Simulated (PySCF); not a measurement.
# Which functional comes closest?

Molecule: SMILES CC#N, C₂H₃N.

Atoms are numbered as in `[CH3:1][C:2]#[N:3]`; H(Xn) means a hydrogen on atom n.

Geometry PBE0-D3(BJ)/def2-SVP throughout; GIAO in PySCF 2.14, gas phase, one conformer, non-relativistic; equivalent atoms averaged; basis pcSseg-2.

Reference values (measured; gas; Olsson, Cremer, J. Chem. Phys. 1996, 105, 8995 (gas-phase data of Jameson 1987, Jameson 1981, Wasylishen 1984)): δ(C1) = 7.4 ppm vs CH4 (gas), δ(C2) = 121.3 ppm vs CH4 (gas), δ(N3) = 272.6 ppm vs NH3 (gas). Computed shifts are taken against CH4, NH3, calculated as an isolated molecule at each level.

How do the functionals HF, LDA, PBE, BLYP, BP86, OPBE, KT2, KT3, B97-D, B3LYP, PBE0, mPW1PW91, WP04, B97-2, BHandHLYP, CAM-B3LYP, wB97X-D, LC-wPBE perform against the reference? Times are CPU seconds on shared hosts with different chips, so compare them loosely; the GGAs took longer than the global hybrids here, which isn't the general rule, and the cause wasn't traced.

Results:


| functional | kind | C1 | C2 | N3 | mean abs. error C | abs. error N | core-s |
| --- | --- | --- | --- | --- | --- | --- | --- |
| HF | Hartree–Fock | 2.2 | 129.1 | 302.8 | 6.5 | 30.2 | 1.9 |
| LDA | LDA | 8.8 | 135.0 | 310.0 | 7.6 | 37.4 | 4.5 |
| PBE | GGA | 7.9 | 127.0 | 297.0 | 3.1 | 24.4 | 5.3 |
| BLYP | GGA | 7.7 | 125.5 | 295.3 | 2.3 | 22.7 | 5.3 |
| BP86 | GGA | 7.6 | 125.8 | 294.4 | 2.3 | 21.8 | 5.2 |
| OPBE | GGA | 7.6 | 122.4 | 287.8 | 0.7 | 15.2 | 5.5 |
| KT2 | GGA | 7.8 | 118.1 | 278.7 | 1.8 | 6.1 | 5.4 |
| KT3 | GGA | 7.5 | 116.0 | 275.6 | 2.7 | 3.0 | 5.8 |
| B97-D | GGA | 7.1 | 121.7 | 284.4 | 0.4 | 11.8 | 5.1 |
| B3LYP | global hybrid | 6.5 | 127.7 | 299.0 | 3.7 | 26.4 | 4.4 |
| PBE0 | global hybrid | 6.5 | 129.0 | 300.4 | 4.3 | 27.8 | 3.7 |
| mPW1PW91 | global hybrid | 6.4 | 128.5 | 300.4 | 4.1 | 27.8 | 3.7 |
| WP04 | global hybrid | 6.5 | 121.6 | 289.1 | 0.6 | 16.5 | 4.5 |
| B97-2 | global hybrid | 6.2 | 125.4 | 292.3 | 2.7 | 19.7 | 4.3 |
| BHandHLYP | global hybrid | 4.9 | 129.6 | 302.4 | 5.4 | 29.8 | 4.3 |
| CAM-B3LYP | range-separated hybrid | 6.0 | 131.3 | 301.7 | 5.7 | 29.1 | 5.7 |
| wB97X-D | range-separated hybrid | 6.0 | 129.4 | 299.3 | 4.8 | 26.7 | 5.4 |
| LC-wPBE | range-separated hybrid | 5.4 | 133.9 | 301.3 | 7.3 | 28.7 | 8.1 |

For $^{13}$C the closest is B97-D (0.4 ppm, with WP04 practically level) and the furthest LDA (7.6 ppm).

For $^{15}$N the closest is KT3 (3.0 ppm) and the furthest LDA (37.4 ppm). One molecule is a small sample, and vibrational effects are absent from the calculation.
